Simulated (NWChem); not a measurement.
System: DMSO (C$_{2}$H$_{6}$OS); SMILES CS(=O)C

Program: NWChem. Pople sets run with spherical d functions. STO-3G and 3-21G are far too small for this property and stand as cheap habits. Structure relaxed at the PBE-D3(BJ)/def2-SVP level. Vertical excitations in the gas phase; the lowest state need not have the same character in each row.

| level | basis functions | lowest excitation, singlet (eV) | lowest state with f > 0.02, singlet (eV) | orbital gap (eV) |
|---|---|---|---|---|
| PBE0/3-21G, TDA | 52 | 5.85 | 5.85 | 7.42 |
| PBE0/6-31G*, TDA | 72 | 6.06 | 6.11 | 7.63 |
| PBE0/6-31+G*, TDA | 88 | 5.76 | 5.76 | 6.98 |
| PBE0/def2-SVP, TDA | 90 | 6.09 | 6.09 | 7.59 |
| PBE0/def2-SVPD, TDA | 138 | 5.91 | 5.93 | 7.21 |
